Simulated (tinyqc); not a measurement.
UHF in the sto-3g basis, for H2O, spin multiplicity 1, step by step (part 1 of 2). Computed by tinyqc, a small Python program that keeps every step (integrals from PySCF). Settings: charge = 0, multiplicity = 1, basis = sto-3g, energy threshold = 1e-08, iteration cap = 81, orthogonalisation = symmetric, start = core, DIIS depth = 4, method = UHF, break = 0.4. Command: `OMP_NUM_THREADS=1 python tinyqc.py 29180 29181 out.jsonl` (the two numbers bound the seeds that draw the settings). One thread of a shared host (Intel(R) Xeon(R) Processor @ 2.60GHz), about 0.1 s of CPU time with the checks. Later iterations appear only in the table of the cycle.

## One-electron integrals

Geometry (angstrom):
```
atom,x,y,z
O,0.00000,0.00000,0.00000
H,0.00000,0.76100,0.51500
H,0.00000,-0.76100,0.51500
```

Basis sto-3g: exponents (1/bohr^2) and contraction coefficients of normalised primitives:
```
element,l (shell),exponent,coefficient
O,s (1),130.70932,0.15433
O,s (1),23.80886,0.53533
O,s (1),6.44361,0.44463
O,s (2),5.03315,-0.09997
O,s (2),1.16960,0.39951
O,s (2),0.38039,0.70012
O,p (3),5.03315,0.15592
O,p (3),1.16960,0.60768
O,p (3),0.38039,0.39196
H,s (1),3.42525,0.15433
H,s (1),0.62391,0.53533
H,s (1),0.16886,0.44463
```

Overlap, kinetic and nuclear-attraction integrals over the contracted functions; the nuclear repulsion is the sum of Za Zb / Rab.

nuclear repulsion = 9.5619545 hartree

overlap S, lower triangle:
```
,1O 1s,1O 2s,1O 2px,1O 2py,1O 2pz,2H 1s,3H 1s
1O 1s,1.00000
1O 2s,0.23670,1.00000
1O 2px,0.00000,0.00000,1.00000
1O 2py,0.00000,0.00000,0.00000,1.00000
1O 2pz,0.00000,0.00000,0.00000,0.00000,1.00000
2H 1s,0.05910,0.50027,0.00000,0.33659,0.22778,1.00000
3H 1s,0.05910,0.50027,0.00000,-0.33659,0.22778,0.24880,1.00000
```

kinetic energy T (hartree), lower triangle:
```
,1O 1s,1O 2s,1O 2px,1O 2py,1O 2pz,2H 1s,3H 1s
1O 1s,29.00320
1O 2s,-0.16801,0.80813
1O 2px,0.00000,0.00000,2.52873
1O 2py,0.00000,0.00000,0.00000,2.52873
1O 2pz,0.00000,0.00000,0.00000,0.00000,2.52873
2H 1s,0.00050,0.14785,0.00000,0.26055,0.17633,0.76003
3H 1s,0.00050,0.14785,0.00000,-0.26055,0.17633,0.00784,0.76003
```

nuclear attraction V (hartree), lower triangle:
```
,1O 1s,1O 2s,1O 2px,1O 2py,1O 2pz,2H 1s,3H 1s
1O 1s,-61.77024
1O 2s,-7.45571,-10.18434
1O 2px,0.00000,0.00000,-10.02012
1O 2py,0.00000,0.00000,0.00000,-10.20758
1O 2pz,-0.01888,-0.21866,0.00000,0.00000,-10.10597
2H 1s,-1.91832,-4.13528,0.00000,-2.48412,-1.75139,-5.98548
3H 1s,-1.91832,-4.13528,0.00000,2.48412,-1.75139,-1.65561,-5.98548
```

core Hamiltonian H = T + V (hartree), lower triangle:
```
,1O 1s,1O 2s,1O 2px,1O 2py,1O 2pz,2H 1s,3H 1s
1O 1s,-32.76704
1O 2s,-7.62372,-9.37621
1O 2px,0.00000,0.00000,-7.49139
1O 2py,0.00000,0.00000,0.00000,-7.67885
1O 2pz,-0.01888,-0.21866,0.00000,0.00000,-7.57724
2H 1s,-1.91782,-3.98742,0.00000,-2.22357,-1.57506,-5.22545
3H 1s,-1.91782,-3.98742,0.00000,2.22357,-1.57506,-1.64777,-5.22545
```

## Two-electron integrals

Functions are numbered as in S; the eight-fold symmetry (ij|kl) = (ji|kl) = (kl|ij) leaves the list below.

Two-electron integrals (ij|kl) in chemists' order, unique and non-zero (hartree):
```
i,j,k,l,(ij|kl)
1,1,1,1,4.78507
2,1,1,1,0.74138
2,1,2,1,0.13687
2,2,1,1,1.11895
2,2,2,1,0.25663
2,2,2,2,0.81721
3,1,3,1,0.02448
3,2,3,1,0.03781
3,2,3,2,0.18052
3,3,1,1,1.11581
3,3,2,1,0.25668
3,3,2,2,0.81702
3,3,3,3,0.88016
4,1,4,1,0.02448
4,2,4,1,0.03781
4,2,4,2,0.18052
4,3,4,3,0.04744
4,4,1,1,1.11581
4,4,2,1,0.25668
4,4,2,2,0.81702
4,4,3,3,0.78527
4,4,4,4,0.88016
5,1,5,1,0.02448
5,2,5,1,0.03781
5,2,5,2,0.18052
5,3,5,3,0.04744
5,4,5,4,0.04744
5,5,1,1,1.11581
5,5,2,1,0.25668
5,5,2,2,0.81702
5,5,3,3,0.78527
5,5,4,4,0.78527
5,5,5,5,0.88016
6,1,1,1,0.18832
6,1,2,1,0.03445
6,1,2,2,0.06407
6,1,3,3,0.06395
6,1,4,1,0.00130
6,1,4,2,0.00243
6,1,4,4,0.06420
6,1,5,1,0.00088
6,1,5,2,0.00164
6,1,5,4,0.00017
6,1,5,5,0.06407
6,1,6,1,0.00878
6,2,1,1,0.43096
6,2,2,1,0.09996
6,2,2,2,0.34926
6,2,3,3,0.34357
6,2,4,1,0.00616
6,2,4,2,0.04588
6,2,4,4,0.35506
6,2,5,1,0.00417
6,2,5,2,0.03105
6,2,5,4,0.00778
6,2,5,5,0.34883
6,2,6,1,0.02559
6,2,6,2,0.18052
6,3,3,1,0.01078
6,3,3,2,0.06158
6,3,4,3,0.00968
6,3,5,3,0.00655
6,3,6,3,0.02660
6,4,1,1,0.24719
6,4,2,1,0.05811
6,4,2,2,0.21692
6,4,3,3,0.20695
6,4,4,1,0.01395
6,4,4,2,0.08882
6,4,4,4,0.23339
6,4,5,1,0.00214
6,4,5,2,0.01844
6,4,5,4,0.01134
6,4,5,5,0.21019
6,4,6,1,0.01557
6,4,6,2,0.13620
6,4,6,4,0.12826
6,5,1,1,0.16729
6,5,2,1,0.03933
6,5,2,2,0.14680
6,5,3,3,0.14005
6,5,4,1,0.00214
6,5,4,2,0.01844
6,5,4,4,0.14484
6,5,5,1,0.01223
6,5,5,2,0.07406
6,5,5,4,0.01292
6,5,5,5,0.15534
6,5,6,1,0.01054
6,5,6,2,0.09217
6,5,6,4,0.06880
6,5,6,5,0.07316
6,6,1,1,0.55065
6,6,2,1,0.12979
6,6,2,2,0.51725
6,6,3,3,0.49615
6,6,4,1,0.01093
6,6,4,2,0.10985
6,6,4,4,0.53913
6,6,5,1,0.00740
6,6,5,2,0.07434
6,6,5,4,0.02909
6,6,5,5,0.51584
6,6,6,1,0.03357
6,6,6,2,0.32748
6,6,6,4,0.28246
6,6,6,5,0.19115
6,6,6,6,0.77461
7,1,1,1,0.18832
7,1,2,1,0.03445
7,1,2,2,0.06407
7,1,3,3,0.06395
7,1,4,1,-0.00130
7,1,4,2,-0.00243
7,1,4,4,0.06420
7,1,5,1,0.00088
7,1,5,2,0.00164
7,1,5,4,-0.00017
7,1,5,5,0.06407
7,1,6,1,0.00863
7,1,6,2,0.02473
7,1,6,4,0.01368
7,1,6,5,0.01019
7,1,6,6,0.03198
7,1,7,1,0.00878
7,2,1,1,0.43096
7,2,2,1,0.09996
7,2,2,2,0.34926
7,2,3,3,0.34357
7,2,4,1,-0.00616
7,2,4,2,-0.04588
7,2,4,4,0.35506
7,2,5,1,0.00417
7,2,5,2,0.03105
7,2,5,4,-0.00778
7,2,5,5,0.34883
7,2,6,1,0.02473
7,2,6,2,0.14668
7,2,6,4,0.07600
7,2,6,5,0.07275
7,2,6,6,0.21955
7,2,7,1,0.02559
7,2,7,2,0.18052
7,3,3,1,0.01078
7,3,3,2,0.06158
7,3,4,3,-0.00968
7,3,5,3,0.00655
7,3,6,3,0.02090
7,3,7,3,0.02660
7,4,1,1,-0.24719
7,4,2,1,-0.05811
7,4,2,2,-0.21692
7,4,3,3,-0.20695
7,4,4,1,0.01395
7,4,4,2,0.08882
7,4,4,4,-0.23339
7,4,5,1,-0.00214
7,4,5,2,-0.01844
7,4,5,4,0.01134
7,4,5,5,-0.21019
7,4,6,1,-0.01368
7,4,6,2,-0.07600
7,4,6,4,-0.01890
7,4,6,5,-0.03680
7,4,6,6,-0.09956
7,4,7,1,-0.01557
7,4,7,2,-0.13620
7,4,7,4,0.12826
7,5,1,1,0.16729
7,5,2,1,0.03933
7,5,2,2,0.14680
7,5,3,3,0.14005
7,5,4,1,-0.00214
7,5,4,2,-0.01844
7,5,4,4,0.14484
7,5,5,1,0.01223
7,5,5,2,0.07406
7,5,5,4,-0.01292
7,5,5,5,0.15534
7,5,6,1,0.01019
7,5,6,2,0.07275
7,5,6,4,0.03680
7,5,6,5,0.05643
7,5,6,6,0.11952
7,5,7,1,0.01054
7,5,7,2,0.09217
7,5,7,4,-0.06880
7,5,7,5,0.07316
7,6,1,1,0.16605
7,6,2,1,0.03881
7,6,2,2,0.14532
7,6,3,3,0.14230
7,6,4,4,0.14544
7,6,5,1,0.00263
7,6,5,2,0.02261
7,6,5,5,0.14808
7,6,6,1,0.00981
7,6,6,2,0.07282
7,6,6,4,0.04731
7,6,6,5,0.04180
7,6,6,6,0.13257
7,6,7,1,0.00981
7,6,7,2,0.07282
7,6,7,4,-0.04731
7,6,7,5,0.04180
7,6,7,6,0.03496
7,7,1,1,0.55065
7,7,2,1,0.12979
7,7,2,2,0.51725
7,7,3,3,0.49615
7,7,4,1,-0.01093
7,7,4,2,-0.10985
7,7,4,4,0.53913
7,7,5,1,0.00740
7,7,5,2,0.07434
7,7,5,4,-0.02909
7,7,5,5,0.51584
7,7,6,1,0.03198
7,7,6,2,0.21955
7,7,6,4,0.09956
7,7,6,5,0.11952
7,7,6,6,0.34130
7,7,7,1,0.03357
7,7,7,2,0.32748
7,7,7,4,-0.28246
7,7,7,5,0.19115
7,7,7,6,0.13257
7,7,7,7,0.77461
```

## Orthogonalisation

S = U s U^T; symmetric (Loewdin) form X = U s^(-1/2) U^T, so that X^T S X = 1.

eigenvalues of S: 0.31838  0.38361  0.89202  1.00000  1.08265  1.36759  1.95575

X, lower triangle:
```
,1O 1s,1O 2s,1O 2px,1O 2py,1O 2pz,2H 1s,3H 1s
1O 1s,1.02438
1O 2s,-0.14571,1.28346
1O 2px,0.00000,0.00000,1.00000
1O 2py,0.00000,0.00000,0.00000,1.13882
1O 2pz,-0.01023,0.11675,0.00000,0.00000,1.05212
2H 1s,0.02298,-0.32434,0.00000,-0.25978,-0.14525,1.23904
3H 1s,0.02298,-0.32434,0.00000,0.25978,-0.14525,-0.09181,1.23904
```

## Starting guess

The start is the orbitals of the core Hamiltonian, with HOMO and LUMO mixed by +/-0.4 rad for the two spins; D(s) = C_occ C_occ^T for each spin.

D(alpha) at the start, lower triangle:
```
,1O 1s,1O 2s,1O 2px,1O 2py,1O 2pz,2H 1s,3H 1s
1O 1s,1.06814
1O 2s,-0.31077,1.41271
1O 2px,0.00000,0.00000,0.84835
1O 2py,0.00000,0.00000,-0.15789,1.26750
1O 2pz,-0.02873,0.18157,0.00000,0.00000,1.09015
2H 1s,0.04681,-0.21102,0.34285,-0.28461,-0.12485,0.21841
3H 1s,0.04681,-0.21102,-0.34285,0.28461,-0.12485,-0.13746,0.21841
```

D(beta) at the start, lower triangle:
```
,1O 1s,1O 2s,1O 2px,1O 2py,1O 2pz,2H 1s,3H 1s
1O 1s,1.06814
1O 2s,-0.31077,1.41271
1O 2px,0.00000,0.00000,0.84835
1O 2py,0.00000,0.00000,0.15789,1.26750
1O 2pz,-0.02873,0.18157,0.00000,0.00000,1.09015
2H 1s,0.04681,-0.21102,-0.34285,-0.28461,-0.12485,0.21841
3H 1s,0.04681,-0.21102,0.34285,0.28461,-0.12485,-0.13746,0.21841
```

## Iteration 1: building the Fock matrix

J_ij = sum D_kl (ij|kl) with D = D(alpha) + D(beta), K_ij = sum D_kl (ik|jl) for each spin; F = H + J - K(s); E = tr D H + tr D J / 2 - 0.5 sum_s tr D(s) K(s) + E_nn.

Coulomb J (hartree), lower triangle:
```
,1O 1s,1O 2s,1O 2px,1O 2py,1O 2pz,2H 1s,3H 1s
1O 1s,18.61960
1O 2s,3.54921,8.78491
1O 2px,0.00000,0.00000,8.75729
1O 2py,0.00000,0.00000,0.00000,8.78836
1O 2pz,0.00586,0.01152,0.00000,0.00000,8.78569
2H 1s,0.89293,3.65701,0.00000,2.22985,1.51158,5.23780
3H 1s,0.89293,3.65701,0.00000,-2.22985,1.51158,1.49407,5.23780
```

exchange K(alpha) (hartree), lower triangle:
```
,1O 1s,1O 2s,1O 2px,1O 2py,1O 2pz,2H 1s,3H 1s
1O 1s,4.92789
1O 2s,0.85777,1.41461
1O 2px,0.00000,0.00000,1.05783
1O 2py,0.00000,0.00000,0.01706,1.18274
1O 2pz,0.00059,0.00142,0.00000,0.00000,1.18149
2H 1s,0.22537,0.52342,0.08907,0.24804,0.16530,0.32973
3H 1s,0.22537,0.52342,-0.08907,-0.24804,0.16530,0.15835,0.32973
```

exchange K(beta) (hartree), lower triangle:
```
,1O 1s,1O 2s,1O 2px,1O 2py,1O 2pz,2H 1s,3H 1s
1O 1s,4.92789
1O 2s,0.85777,1.41461
1O 2px,0.00000,0.00000,1.05783
1O 2py,0.00000,0.00000,-0.01706,1.18274
1O 2pz,0.00059,0.00142,0.00000,0.00000,1.18149
2H 1s,0.22537,0.52342,-0.08907,0.24804,0.16530,0.32973
3H 1s,0.22537,0.52342,0.08907,-0.24804,0.16530,0.15835,0.32973
```

F(alpha) (hartree), lower triangle:
```
,1O 1s,1O 2s,1O 2px,1O 2py,1O 2pz,2H 1s,3H 1s
1O 1s,-19.07533
1O 2s,-4.93228,-2.00591
1O 2px,0.00000,0.00000,0.20807
1O 2py,0.00000,0.00000,-0.01706,-0.07323
1O 2pz,-0.01362,-0.20855,0.00000,0.00000,0.02696
2H 1s,-1.25026,-0.85383,-0.08907,-0.24176,-0.22877,-0.31738
3H 1s,-1.25026,-0.85383,0.08907,0.24176,-0.22877,-0.31206,-0.31738
```

F(beta) (hartree), lower triangle:
```
,1O 1s,1O 2s,1O 2px,1O 2py,1O 2pz,2H 1s,3H 1s
1O 1s,-19.07533
1O 2s,-4.93228,-2.00591
1O 2px,0.00000,0.00000,0.20807
1O 2py,0.00000,0.00000,0.01706,-0.07323
1O 2pz,-0.01362,-0.20855,0.00000,0.00000,0.02696
2H 1s,-1.25026,-0.85383,0.08907,-0.24176,-0.22877,-0.31738
3H 1s,-1.25026,-0.85383,-0.08907,0.24176,-0.22877,-0.31206,-0.31738
```

total energy of this density = -73.2758320 hartree

## Iteration 1: diagonalisation and new density

Diagonalise F' = X^T F X, C = X C', fill 5 alpha and 5 beta electrons from the bottom; D(s) = C_occ C_occ^T. Each column has its largest component positive (the first on a tie).

F' = X^T F X (alpha) (hartree), lower triangle:
```
,1,2,3,4,5,6,7
1,-18.69405
2,-2.64766,-0.83853
3,0.00000,0.00000,0.20807
4,0.00000,0.00000,0.02685,0.19041
5,-0.02151,-0.03299,0.00000,0.00000,0.12513
6,-0.21912,-0.46088,-0.11411,-0.37554,-0.23162,0.22248
7,-0.21912,-0.46088,0.11411,0.37554,-0.23162,-0.09255,0.22248
```

orbital energies (alpha) (hartree): MO1 -19.08678, MO2 -0.86884, MO3 -0.29760, MO4 0.02862, MO5 0.19193, MO6 0.64948, MO7 0.81917

coefficients C (alpha):
```
,MO1,MO2,MO3,MO4,MO5,MO6,MO7
1O 1s,0.99307,-0.23255,0.00000,0.11456,0.00000,-0.13549,0.00000
1O 2s,0.03166,0.81735,0.00000,-0.57035,0.00000,0.94771,0.00000
1O 2px,0.00000,0.00000,0.17584,0.00000,0.95876,0.00000,0.22327
1O 2py,0.00000,0.00000,0.57397,0.00000,-0.33686,0.00000,0.99448
1O 2pz,0.00423,0.19733,0.00000,0.79760,0.00000,0.69841,0.00000
2H 1s,-0.00738,0.15343,0.44417,0.24664,0.11908,-0.83694,-0.86117
3H 1s,-0.00738,0.15343,-0.44417,0.24664,-0.11908,-0.83694,0.86117
```

F' = X^T F X (beta) (hartree), lower triangle:
```
,1,2,3,4,5,6,7
1,-18.69405
2,-2.64766,-0.83853
3,0.00000,0.00000,0.20807
4,0.00000,0.00000,-0.02685,0.19041
5,-0.02151,-0.03299,0.00000,0.00000,0.12513
6,-0.21912,-0.46088,0.11411,-0.37554,-0.23162,0.22248
7,-0.21912,-0.46088,-0.11411,0.37554,-0.23162,-0.09255,0.22248
```

orbital energies (beta) (hartree): MO1 -19.08678, MO2 -0.86884, MO3 -0.29760, MO4 0.02862, MO5 0.19193, MO6 0.64948, MO7 0.81917

coefficients C (beta):
```
,MO1,MO2,MO3,MO4,MO5,MO6,MO7
1O 1s,0.99307,-0.23255,0.00000,0.11456,0.00000,-0.13549,0.00000
1O 2s,0.03166,0.81735,0.00000,-0.57035,0.00000,0.94771,0.00000
1O 2px,0.00000,0.00000,-0.17584,0.00000,0.95876,0.00000,-0.22327
1O 2py,0.00000,0.00000,0.57397,0.00000,0.33686,0.00000,0.99448
1O 2pz,0.00423,0.19733,0.00000,0.79760,0.00000,0.69841,0.00000
2H 1s,-0.00738,0.15343,0.44417,0.24664,-0.11908,-0.83694,-0.86117
3H 1s,-0.00738,0.15343,-0.44417,0.24664,0.11908,-0.83694,0.86117
```

D(alpha) after iteration 1, lower triangle:
```
,1O 1s,1O 2s,1O 2px,1O 2py,1O 2pz,2H 1s,3H 1s
1O 1s,1.05339
1O 2s,-0.22398,0.99437
1O 2px,0.00000,0.00000,0.95015
1O 2py,0.00000,0.00000,-0.22204,0.44291
1O 2pz,0.04969,-0.29349,0.00000,0.00000,0.67512
2H 1s,-0.01475,-0.01550,0.19227,0.21483,0.22696,0.29589
3H 1s,-0.01475,-0.01550,-0.19227,-0.21483,0.22696,-0.12704,0.29589
```

D(beta) after iteration 1, lower triangle:
```
,1O 1s,1O 2s,1O 2px,1O 2py,1O 2pz,2H 1s,3H 1s
1O 1s,1.05339
1O 2s,-0.22398,0.99437
1O 2px,0.00000,0.00000,0.95015
1O 2py,0.00000,0.00000,0.22204,0.44291
1O 2pz,0.04969,-0.29349,0.00000,0.00000,0.67512
2H 1s,-0.01475,-0.01550,-0.19227,0.21483,0.22696,0.29589
3H 1s,-0.01475,-0.01550,0.19227,-0.21483,0.22696,-0.12704,0.29589
```

## Iteration 2: building the Fock matrix

As before.

Coulomb J (hartree), lower triangle:
```
,1O 1s,1O 2s,1O 2px,1O 2py,1O 2pz,2H 1s,3H 1s
1O 1s,17.47787
1O 2s,3.30014,8.25900
1O 2px,0.00000,0.00000,8.24886
1O 2py,0.00000,0.00000,0.00000,8.25456
1O 2pz,-0.00683,0.03419,0.00000,0.00000,8.24970
2H 1s,0.83009,3.51126,0.00000,2.17218,1.48837,5.26915
3H 1s,0.83009,3.51126,0.00000,-2.17218,1.48837,1.46340,5.26915
```

exchange K(alpha) (hartree), lower triangle:
```
,1O 1s,1O 2s,1O 2px,1O 2py,1O 2pz,2H 1s,3H 1s
1O 1s,4.88685
1O 2s,0.82944,1.32480
1O 2px,0.00000,0.00000,1.09792
1O 2py,0.00000,0.00000,-0.10159,0.94052
1O 2pz,0.00327,-0.04565,0.00000,0.00000,1.02443
2H 1s,0.21684,0.60322,0.02103,0.36223,0.26344,0.65466
3H 1s,0.21684,0.60322,-0.02103,-0.36223,0.26344,0.22289,0.65466
```

exchange K(beta) (hartree), lower triangle:
```
,1O 1s,1O 2s,1O 2px,1O 2py,1O 2pz,2H 1s,3H 1s
1O 1s,4.88685
1O 2s,0.82944,1.32480
1O 2px,0.00000,0.00000,1.09792
1O 2py,0.00000,0.00000,0.10159,0.94052
1O 2pz,0.00327,-0.04565,0.00000,0.00000,1.02443
2H 1s,0.21684,0.60322,-0.02103,0.36223,0.26344,0.65466
3H 1s,0.21684,0.60322,0.02103,-0.36223,0.26344,0.22289,0.65466
```

F(alpha) (hartree), lower triangle:
```
,1O 1s,1O 2s,1O 2px,1O 2py,1O 2pz,2H 1s,3H 1s
1O 1s,-20.17602
1O 2s,-5.15303,-2.44202
1O 2px,0.00000,0.00000,-0.34045
1O 2py,0.00000,0.00000,0.10159,-0.36481
1O 2pz,-0.02899,-0.13881,0.00000,0.00000,-0.35197
2H 1s,-1.30458,-1.07938,-0.02103,-0.41362,-0.35013,-0.61096
3H 1s,-1.30458,-1.07938,0.02103,0.41362,-0.35013,-0.40726,-0.61096
```

F(beta) (hartree), lower triangle:
```
,1O 1s,1O 2s,1O 2px,1O 2py,1O 2pz,2H 1s,3H 1s
1O 1s,-20.17602
1O 2s,-5.15303,-2.44202
1O 2px,0.00000,0.00000,-0.34045
1O 2py,0.00000,0.00000,-0.10159,-0.36481
1O 2pz,-0.02899,-0.13881,0.00000,0.00000,-0.35197
2H 1s,-1.30458,-1.07938,0.02103,-0.41362,-0.35013,-0.61096
3H 1s,-1.30458,-1.07938,-0.02103,0.41362,-0.35013,-0.40726,-0.61096
```

total energy of this density = -74.8910383 hartree

## Iteration 2: DIIS over 2 matrices

error matrix X^T (FDS - SDF) X (alpha):
```
,1,2,3,4,5,6,7
1,0.00000,-0.00788,0.00000,0.00000,-0.00746,0.00768,0.00768
2,0.00788,0.00000,0.00000,0.00000,-0.01348,0.02719,0.02719
3,0.00000,0.00000,0.00000,0.08371,0.00000,-0.06104,0.06104
4,0.00000,0.00000,-0.08371,0.00000,0.00000,0.02267,-0.02267
5,0.00746,0.01348,0.00000,0.00000,0.00000,0.01259,0.01259
6,-0.00768,-0.02719,0.06104,-0.02267,-0.01259,0.00000,0.00000
7,-0.00768,-0.02719,-0.06104,0.02267,-0.01259,0.00000,0.00000
```

B (overlaps of the stored error matrices):
```
,1,2
1,2.1727531e+00,1.7438571e-01
2,1.7438571e-01,7.0803679e-02
```

Minimise |sum c_i e_i|^2 with sum c_i = 1: solve [B -1; -1 0][c; lambda] = [0; -1] with B_ij = tr e_i^T e_j summed over both spins, and take F = sum c_i F_i.

DIIS coefficients: -0.05467  1.05467

extrapolated F(alpha) (hartree), lower triangle:
```
,1O 1s,1O 2s,1O 2px,1O 2py,1O 2pz,2H 1s,3H 1s
1O 1s,-20.23619
1O 2s,-5.16509,-2.46586
1O 2px,0.00000,0.00000,-0.37044
1O 2py,0.00000,0.00000,0.10808,-0.38075
1O 2pz,-0.02983,-0.13500,0.00000,0.00000,-0.37268
2H 1s,-1.30755,-1.09171,-0.01731,-0.42301,-0.35676,-0.62701
3H 1s,-1.30755,-1.09171,0.01731,0.42301,-0.35676,-0.41247,-0.62701
```

extrapolated F(beta) (hartree), lower triangle:
```
,1O 1s,1O 2s,1O 2px,1O 2py,1O 2pz,2H 1s,3H 1s
1O 1s,-20.23619
1O 2s,-5.16509,-2.46586
1O 2px,0.00000,0.00000,-0.37044
1O 2py,0.00000,0.00000,-0.10808,-0.38075
1O 2pz,-0.02983,-0.13500,0.00000,0.00000,-0.37268
2H 1s,-1.30755,-1.09171,0.01731,-0.42301,-0.35676,-0.62701
3H 1s,-1.30755,-1.09171,-0.01731,0.42301,-0.35676,-0.41247,-0.62701
```

## Iteration 2: diagonalisation and new density

As before.

F' = X^T F X (alpha) (hartree), lower triangle:
```
,1,2,3,4,5,6,7
1,-19.85447
2,-2.69659,-1.19822
3,0.00000,0.00000,-0.37044
4,0.00000,0.00000,0.13208,-0.02217
5,-0.05234,0.11407,0.00000,0.00000,-0.22795
6,-0.21895,-0.56002,-0.05112,-0.51140,-0.32579,0.04169
7,-0.21895,-0.56002,0.05112,0.51140,-0.32579,-0.11193,0.04169
```

orbital energies (alpha) (hartree): MO1 -20.24518, MO2 -1.29028, MO3 -0.67184, MO4 -0.45039, MO5 -0.37844, MO6 0.63497, MO7 0.81129

coefficients C (alpha):
```
,MO1,MO2,MO3,MO4,MO5,MO6,MO7
1O 1s,0.99403,-0.23276,0.00000,0.09987,0.00000,-0.13963,0.00000
1O 2s,0.02745,0.82628,0.00000,-0.52550,0.00000,0.96586,0.00000
1O 2px,0.00000,0.00000,-0.17428,0.00000,0.97745,0.00000,0.11923
1O 2py,0.00000,0.00000,0.61680,0.00000,-0.01509,0.00000,1.02529
1O 2pz,0.00444,0.13572,0.00000,0.80583,0.00000,0.70363,0.00000
2H 1s,-0.00646,0.15851,0.40813,0.25689,0.17873,-0.83291,-0.86865
3H 1s,-0.00646,0.15851,-0.40813,0.25689,-0.17873,-0.83291,0.86865
```

F' = X^T F X (beta) (hartree), lower triangle:
```
,1,2,3,4,5,6,7
1,-19.85447
2,-2.69659,-1.19822
3,0.00000,0.00000,-0.37044
4,0.00000,0.00000,-0.13208,-0.02217
5,-0.05234,0.11407,0.00000,0.00000,-0.22795
6,-0.21895,-0.56002,0.05112,-0.51140,-0.32579,0.04169
7,-0.21895,-0.56002,-0.05112,0.51140,-0.32579,-0.11193,0.04169
```

orbital energies (beta) (hartree): MO1 -20.24518, MO2 -1.29028, MO3 -0.67184, MO4 -0.45039, MO5 -0.37844, MO6 0.63497, MO7 0.81129

coefficients C (beta):
```
,MO1,MO2,MO3,MO4,MO5,MO6,MO7
1O 1s,0.99403,-0.23276,0.00000,0.09987,0.00000,-0.13963,0.00000
1O 2s,0.02745,0.82628,0.00000,-0.52550,0.00000,0.96586,0.00000
1O 2px,0.00000,0.00000,0.17428,0.00000,0.97745,0.00000,-0.11923
1O 2py,0.00000,0.00000,0.61680,0.00000,0.01509,0.00000,1.02529
1O 2pz,0.00444,0.13572,0.00000,0.80583,0.00000,0.70363,0.00000
2H 1s,-0.00646,0.15851,0.40813,0.25689,-0.17873,-0.83291,-0.86865
3H 1s,-0.00646,0.15851,-0.40813,0.25689,0.17873,-0.83291,0.86865
```

D(alpha) after iteration 2, lower triangle:
```
,1O 1s,1O 2s,1O 2px,1O 2py,1O 2pz,2H 1s,3H 1s
1O 1s,1.05225
1O 2s,-0.21752,0.95964
1O 2px,0.00000,0.00000,0.98578
1O 2py,0.00000,0.00000,-0.12224,0.38067
1O 2pz,0.05331,-0.31120,0.00000,0.00000,0.66780
2H 1s,-0.01766,-0.00420,0.10357,0.24904,0.22849,0.28967
3H 1s,-0.01766,-0.00420,-0.10357,-0.24904,0.22849,-0.10736,0.28967
```

D(beta) after iteration 2, lower triangle:
```
,1O 1s,1O 2s,1O 2px,1O 2py,1O 2pz,2H 1s,3H 1s
1O 1s,1.05225
1O 2s,-0.21752,0.95964
1O 2px,0.00000,0.00000,0.98578
1O 2py,0.00000,0.00000,0.12224,0.38067
1O 2pz,0.05331,-0.31120,0.00000,0.00000,0.66780
2H 1s,-0.01766,-0.00420,-0.10357,0.24904,0.22849,0.28967
3H 1s,-0.01766,-0.00420,0.10357,-0.24904,0.22849,-0.10736,0.28967
```
